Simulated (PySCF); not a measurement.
Several species in one continuum solvent.

Computed with PySCF at PBE0/pcSseg-1, non-relativistic, each on one gas-phase PBE0-D3(BJ)/def2-SVP geometry that isn't relaxed in the solvent. The solvent is an IEF-PCM continuum (Bondi radii, 1.10 Å for H, scaled by 1.2). Only the electrostatic response of the medium enters.

Question: Order them by E(solvent) − E(gas) in chloroform (ε = 4.711), most negative first (kJ/mol).
A. `N` (NH3)
B. `[CH:1]#[C:2][C@@H:3]1[CH2:4][CH2:5][CH2:6][C@@H:7]2[O:8][C@H:9]12` with C2–C3–C4–C5 -177°, C3–C4–C5–C6 64°, C4–C5–C6–C7 -41°, C5–C6–C7–O8 78°
C. `[CH3:1][NH:2][c:3]1[cH:4][cH:5][cH:6][cH:7][c:8]1[CH3:9]` with C1–N2–C3–C4 -9°

Answer: B (-18.1), C (-16.3), A (-15.3).

```json
{"SMILES": "C#C[C@@H]1CCC[C@@H]2O[C@H]12", "charge": "0", "ΔE (kJ/mol)": "-18.1", "polarisation term (kJ/mol)": "-20.2", "HOMO shift (eV)": "-0.10", "dipole gas (D)": "2.23", "dipole solvent (D)": "2.82", "atoms": "19"}
{"SMILES": "CNc1ccccc1C", "charge": "0", "ΔE (kJ/mol)": "-16.3", "polarisation term (kJ/mol)": "-18.1", "HOMO shift (eV)": "-0.05", "dipole gas (D)": "2.12", "dipole solvent (D)": "2.71", "atoms": "20"}
{"SMILES": "N", "charge": "0", "ΔE (kJ/mol)": "-15.3", "polarisation term (kJ/mol)": "-16.6", "HOMO shift (eV)": "-0.11", "dipole gas (D)": "1.86", "dipole solvent (D)": "2.07", "atoms": "4"}
```

The polarisation term is half the interaction of the solute with the induced surface charges.
